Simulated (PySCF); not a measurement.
Compound: C₄H₆O₂ (charge +1 and doublet state).
Atom-mapped SMILES: `[O+:1]=[C:2]1[CH2:3][CH2:4][O:5][CH2:6]1` (hydrogens: H7, H8 on C3; H9, H10 on C4; H11, H12 on C6)

Computed with PySCF 2.14.0, PBE0-D3(BJ)/def2-SVP geometry optimisation, gas phase.

(1) Give the optimised bond lengths and angles.

Answers

(1) 
| bond | length (Å) |
| --- | --- |
| O1=C2 | 1.172 |
| C2–C3 | 1.510 |
| C3–C4 | 1.541 |
| C4–O5 | 1.420 |
| O5–C6 | 1.342 |
| C2–C6 | 1.636 |
| C3–H7, C3–H8 | 1.104 |
| C4–H9, C4–H10 | 1.100 |
| C6–H11 | 1.114 |
| C6–H12 | 1.098 |

Bonds in one row agree within 0.01 Å and their mean is given. A selection of angles:
| angle | degrees |
| --- | --- |
| O1–C2–C3 | 132.5 |
| O1–C2–C6 | 123.2 |
| C3–C2–C6 | 104.3 |
| C2–C3–C4 | 102.4 |
| C2–C3–H7 | 111.1 |
| C2–C3–H8 | 105.8 |
| C4–C3–H7 | 116.3 |
| C4–C3–H8 | 112.9 |
| H7–C3–H8 | 107.8 |
| C3–C4–O5 | 103.2 |
| C3–C4–H9 | 113.9 |
| C3–C4–H10 | 111.0 |
| O5–C4–H9 | 108.2 |
| O5–C4–H10 | 110.2 |
| H9–C4–H10 | 110.2 |
| C4–O5–C6 | 109.2 |
| O5–C6–H11 | 115.6 |
| O5–C6–H12 | 113.5 |
| C2–C6–O5 | 100.9 |
| C2–C6–H11 | 98.1 |
| C2–C6–H12 | 114.4 |
| H11–C6–H12 | 112.9 |

Torsions: O1–C2–C3–C4 175° (antiperiplanar); C2–C3–C4–O5 29° (synperiplanar); C3–C4–O5–C6 -47° (synclinal); C4–O5–C6–C2 42° (synclinal); O1–C2–C6–O5 159° (antiperiplanar). The mirror-image conformer, all signs reversed, is as good.

C2 (carbon bonded to 2 C and O) is planar (angles 132.5°, 123.2° and 104.3°, sum 360.0°, 0.00 Å off the plane of its three neighbours). The 3 C–C bonds span 1.510 Å (C2–C3, drawn single) to 1.636 Å (C2–C6, drawn single), a spread of 0.126 Å. Of the pairs four or more bonds apart, H10···H11 is among the closest relative to their van der Waals radii: 2.50 Å, 104 % of the sum of Bondi's values. The C–O distances run from 1.172 Å (O1=C2, drawn double) to 1.420 Å (C4–O5, drawn single), a spread of 0.248 Å. The 5-membered ring C2–C3–C4–O5–C6 has internal angles of 100.9° to 109.2° (sum 520°, against 540° for a flat polygon); it is puckered, 0.18 Å rms from its mean plane, widest ring torsion 47°.

Point group: C1 (no symmetry element, even within 0.4 Å). Not checked by PBE0-D3(BJ)/def2-SVP frequencies. ⟨S²⟩ = 0.757 (exact for a doublet: 0.75).

On one thread, x86-64 server (shared host), this took 84 s. This is the geometry optimisation.
